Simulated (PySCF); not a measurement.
Isopropyl isocyanide, C4H7N.
Atom-mapped SMILES: `[C-:1]#[N+:2][CH:3]([CH3:4])[CH3:5]` (hydrogens: H6 on C3; H7, H8, H9 on C4; H10, H11, H12 on C5)

Cartesian coordinates in Å at the PBE0-D3(BJ)/def2-SVP level; atoms count from 1:
```xyz
12
C4H7N angstrom
C      0.1488    2.7232   -0.0596
N      0.1266    1.5722    0.1637
C      0.1028    0.1705    0.4102
C      1.1961   -0.5194   -0.3970
C     -1.2854   -0.3874    0.1191
H      0.3197    0.0395    1.4846
H      1.2093   -1.5946   -0.1668
H      2.1837   -0.0990   -0.1610
H      1.0143   -0.3946   -1.4751
H     -1.3179   -1.4582    0.3668
H     -1.5319   -0.2672   -0.9465
H     -2.0507    0.1322    0.7125
```

Computed, not measured: TDDFT wB97X-D/def2-SVPD, vertical, gas phase, core orbitals frozen in the response in PySCF 2.14.0, density-fitted response routines.

Orbital energies (eV): HOMO-3 -12.66, HOMO-2 -11.37, HOMO-1 -11.25, HOMO -10.56, LUMO 2.05, LUMO+1 2.73, LUMO+2 2.74.

Lowest singlets, with some entries withheld (?).

```csv
state,ν̃ (cm⁻¹),f,"main configurations (H = HOMO, L = LUMO)"
S1,64510,0.0000,"H-1→L+2 (32%), H-2→L+1 (25%), H-2→L (15%)"
S2,65610,0.065,"H→L+1 (49%), H→L (32%), H→L+4 (8%)"
S3,66180,0.069,"H→L+2 (76%), H→L+1 (9%), H→L+3 (9%)"
S4,66830,0.0048,"H-2→L+2 (34%), H-1→L+1 (25%), H-1→L (20%)"
S5,66870,0.0016,"H-1→L+2 (40%), H-2→L+1 (21%), H-2→L (14%)"
S6,?,0.092,"H→L (32%), H-1→L (20%), H→L+4 (12%)"
S7,?,0.011,"H-1→L (48%), H→L (14%), H-1→L+4 (12%)"
S8,?,0.039,"H-2→L (61%), H-2→L+1 (17%), H-2→L+4 (13%)"
S9,?,0.527,"H-1→L+1 (32%), H-2→L+2 (20%)"
S10,?,0.0080,"H-3→L (64%), H-1→L+3 (14%)"
```

Problem. What stands in place of each question mark?

Solution. 
- S6: ν̃ = 73170 cm⁻¹
- S7: ν̃ = 74480 cm⁻¹
- S8: ν̃ = 75830 cm⁻¹
- S9: ν̃ = 82420 cm⁻¹
- S10: ν̃ = 82460 cm⁻¹

Problem. How far apart are S1 and S7, in eV and cm⁻¹?

Solution. 9.234 − 7.998 = 1.236 eV, or about 9970 cm⁻¹.

Problem. What is the mean static polarisability from the same response equations?

Solution. 54.2 au (8.03 Å³), with principal values 46.1, 51.6 and 64.8 au.

Problem. Where do the lowest triplets lie (Tamm–Dancoff)?

Solution. T1 6.02 eV, H→L+1 (52%), H→L (20%), H→L+4 (15%); T2 6.04 eV, H→L+2 (78%), H→L+1 (9%), H→L+3 (9%); T3 6.81 eV, H-2→L+2 (29%), H-1→L+1 (24%), H-1→L (11%); T4 7.40 eV, H-2→L+2 (37%), H-1→L+1 (19%), H-1→L (10%). E(S1) − E(T1) = +1.98 eV.

The vertical ionisation energy (ΔSCF) is 11.04 eV, 0.82 eV above S10.
